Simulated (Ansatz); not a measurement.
**Anthracene C14H10**

Computed with PBE0-D3(BJ) (plane waves, PAW; Ansatz, a program for electronic structure).

Numerical settings: plane-wave cutoff 500 eV, 4×4×2 k mesh (along the axes of the cell as run), gaussian smearing 0.02 eV, scalar-relativistic PAW data made under PBE.

Cell (relaxed at this level):

```
CELL_PARAMETERS angstrom
      8.31376     0.00000    -0.03318
      0.00000     5.89651     0.00000
     -6.36940     0.00000     8.98818
ATOMIC_POSITIONS crystal
  C  0.08639 0.03044 0.36916
  C  0.11763 0.16051 0.28265
  C  0.05890 0.08405 0.14005
  C  0.08766 0.21411 0.04883
  C  0.96884 0.86501 0.08983
  C  0.93889 0.73484 0.18341
  C  0.99483 0.81508 0.31853
  C  0.03116 0.13499 0.91017
  C  0.91234 0.78589 0.95117
  C  0.94110 0.91595 0.85995
  C  0.06111 0.26516 0.81659
  C  0.88237 0.83949 0.71735
  C  0.00517 0.18492 0.68147
  C  0.91361 0.96956 0.63084
  C  0.41361 0.53044 0.63084
  C  0.58639 0.46956 0.36916
  C  0.38237 0.66051 0.71735
  C  0.61763 0.33949 0.28265
  C  0.44110 0.58405 0.85995
  C  0.55890 0.41595 0.14005
  C  0.41234 0.71411 0.95117
  C  0.58766 0.28589 0.04883
  C  0.53116 0.36501 0.91017
  C  0.46884 0.63499 0.08983
  C  0.56111 0.23484 0.81659
  C  0.43889 0.76516 0.18341
  C  0.50517 0.31508 0.68147
  C  0.49483 0.68492 0.31853
  H  0.13222 0.09183 0.47746
  H  0.18680 0.32541 0.32043
  H  0.15684 0.37923 0.08693
  H  0.86982 0.57023 0.14477
  H  0.96990 0.71316 0.38790
  H  0.84316 0.62077 0.91307
  H  0.13018 0.42977 0.85523
  H  0.81320 0.67459 0.67957
  H  0.03010 0.28684 0.61210
  H  0.86778 0.90817 0.52254
  H  0.36778 0.59183 0.52254
  H  0.63222 0.40817 0.47746
  H  0.31320 0.82541 0.67957
  H  0.68680 0.17459 0.32043
  H  0.34316 0.87923 0.91307
  H  0.65684 0.12077 0.08693
  H  0.63018 0.07023 0.85523
  H  0.36982 0.92977 0.14477
  H  0.53010 0.21316 0.61210
  H  0.46990 0.78684 0.38790
```

- equilibrium volume per atom = 9.15 Å³/atom

The computed numbers hold no vibrational or temperature effects.
